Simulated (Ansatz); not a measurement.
Species: H$_{2}$O (charge +1, doublet). 
Geometry from a B3LYP-D3(BJ)/def2-TZVP (Ansatz, a first-principles code) optimisation:
```xyz
3

O     -0.0024     0.0001     0.1156
H      0.0028     0.8250    -0.4633
H      0.0166    -0.8260    -0.4614
```
Charge +1, spin multiplicity 2.

Basis-set convergence of Hartree-Fock and CCSD correlation energies (hartree) with Ansatz. Correlated levels leave the core frozen unless marked. UHF or UKS for open shells. No spin-orbit coupling. Non-relativistic.

```tsv
basis	functions	E(HF)	E(corr, CCSD)
cc-pVDZ	24	-75.63347	-0.17039
cc-pVTZ	58	-75.65738	-0.21454
cc-pVQZ	115	-75.66321	-0.22891
cc-pV5Z	201	-75.66468	-0.23381
```

Extrapolating the two largest sets (X = 4 and 5) as X^-3: E(corr) = (125·(-0.23381) - 64·(-0.22891))/61 = -0.2390 Eh, an estimate of the basis-set limit. The largest set recovers 97.8 % of it, the smallest 71.3 %.
